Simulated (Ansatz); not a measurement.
Geometry optimisation, RHF/6-31G* in Ansatz.

input.yaml

```yaml
crystal:
  periodic: [false, false, false]
  atoms:
    - { symbol: B, position_ang: [0.047854, 0.733463, -1.009275] }
    - { symbol: C, position_ang: [1.100233, -0.07301, 1.478758] }
    - { symbol: H, position_ang: [0.039771, -0.2553, 1.599577] }
    - { symbol: H, position_ang: [1.632207, -0.564184, 2.286748] }
    - { symbol: H, position_ang: [1.300196, 0.989674, 1.506992] }
    - { symbol: H, position_ang: [1.445644, -0.469683, 0.519568] }
    - { symbol: C, position_ang: [-1.348192, 0.028951, -0.832399] }
    - { symbol: H, position_ang: [-1.265736, -1.019311, -0.552853] }
    - { symbol: H, position_ang: [-1.948593, 0.540384, -0.080357] }
    - { symbol: H, position_ang: [-1.879485, 0.089016, -1.782158] }
basis:
  gaussian: { orbitals: "6-31G*" }
hamiltonian:
  xc: hf
relax:
  f_tol: 0.03
  max_steps: 50
```

Run as:

```bash
$ ansatz run input.yaml --threads 1 --pin off --max-ram 2048MiB --backend cpu --events-out ev --progress --plain --runs-dir out
```

Where does it end, and by what steps?

The forces met the threshold. The force dipped under the threshold on the way, but the program's further checks kept it going. After 11 steps the energy has fallen by 0.251 eV; B1 moved furthest, 0.84 Å.

| step | energy less start (eV) | largest force component (eV/Å) | accepted |
| --- | --- | --- | --- |
| 0 | 0.0000 | 0.606 | yes |
| 1 | -0.1291 | 0.302 | yes |
| 2 | -0.2135 | 0.204 | yes |
| 3 | -0.2402 | 0.145 | yes |
| 4 | -0.2477 | 0.032 | yes |
| 5 | -0.2499 | 0.061 | yes |
| 6 | -0.2506 | 0.037 | yes |
| 7 | -0.2508 | 0.022 | yes |
| 8 | -0.2510 | 0.012 | yes |
| 9 | -0.2511 | 0.023 | yes |
| 10 | -0.2512 | 0.051 | yes |
| 11 | -0.2514 | 0.027 | yes |

```xyz
10
Properties=species:S:1:pos:R:3
B -0.369 0.889 -1.719
C 1.415 -0.179 1.896
H 0.438 -0.563 2.168
H 2.097 -0.312 2.728
H 1.338 0.876 1.658
H 1.788 -0.715 1.032
C -1.659 0.139 -1.245
H -1.432 -0.900 -1.006
H -2.071 0.613 -0.354
H -2.423 0.152 -2.024
```

Whether the end is a true minimum wasn't checked by a vibrational analysis.

The run took 5.8 s on 1 thread of Intel(R) Xeon(R) 6975P-C (Granite Rapids), with other jobs on the host, peak memory 0.12 GiB.
